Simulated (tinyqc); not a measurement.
A ladder of methods, and size consistency: correlation methods against full CI in the sto-3g basis, for LiH, spin multiplicity 1. Computed by the program tinyqc with PySCF. Command: `OMP_NUM_THREADS=1 python tinyqc.py 112511 112512 out.jsonl`; one thread of a shared host (Intel(R) Xeon(R) Processor @ 2.60GHz), about 0.9 s.

Geometry (angstrom):
```
atom       x       y       z
Li    0.0000  0.0000  0.0000
H     0.0000  0.0000  1.5030
```

RHF energy of one = -7.863369 hartree

All electrons correlated; +Q is the Davidson correction (1 - c0^2) E_corr. The last columns treat two copies 100 angstrom apart as one system. FCI is the lowest singlet.

Correlation energies (hartree):
```
method   E_corr of one  share of FCI (%)  E_corr of two at 100 angstrom  two minus twice one (mhartree)
MP2           -0.01222            64.157                       -0.02443                       -2.07e-05
CISD          -0.01903            99.937                       -0.03725                           0.813
CISD+Q        -0.01946           102.205                       -0.03878                           0.143
CCSD          -0.01903            99.951                       -0.03807                       -4.49e-05
CCSD(T)       -0.01904            99.990                       -0.03808                       -4.48e-05
FCI           -0.01904           100.000                              -                               -
```

MP2 recovers 64 %, CISD 99.9 % and CCSD 100.0 % of the FCI value (c0^2 = 0.977 in CISD). MP2 and coupled cluster are size consistent, so their last column vanishes but for a trace of long-range electrostatics; CISD loses 0.81 mhartree, since a double excitation on each copy is a quadruple of the pair, and the Davidson correction leaves +0.14.
